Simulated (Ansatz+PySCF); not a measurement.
## doublet C3H5O: levels of theory in one basis

```xyz
9

C    -1.1211   -0.8749   -0.0001
C    -0.0775    0.1166   -0.0003
C     1.3483   -0.3523   -0.0001
H    -2.1502   -0.5385    0.0011
H    -0.9100   -1.9381   -0.0005
O    -0.3583    1.3167    0.0000
H     2.0107    0.5119   -0.0144
H     1.5571   -0.9544    0.8895
H     1.5511   -0.9805   -0.8727
```

Basis set: cc-pVTZ (spherical functions). Frozen core: 4 orbitals. Correlation on ROHF uses semicanonical orbitals with singles. Charge 0, multiplicity 2.

Computed with Ansatz (development build ahead of 0.2.0); each method stands on the lowest determinant of its kind that the runs found.

```
  method  E − E(ROHF) (eV)  <S²> of the determinant
    ROHF              0.00                     0.75
     UHF             -0.32                     0.90
ROHF-MP2            -19.33                        –
```

Question: What does UHF-MP2 give on the same scale?

Answer: -19.04 eV.

Question: Is a single determinant a sound starting point here?

Answer: Only with care. Unrestricted orbitals gain 0.32 eV and <S²> is 0.90 against 0.75 for a pure state, a contamination that matters most for the unrestricted series.

Caution for UHF, UHF-MP2: the unrestricted determinant is spin contaminated. Caution for ROHF-MP2, UHF-MP2: forces differ strongly between restricted and unrestricted references.
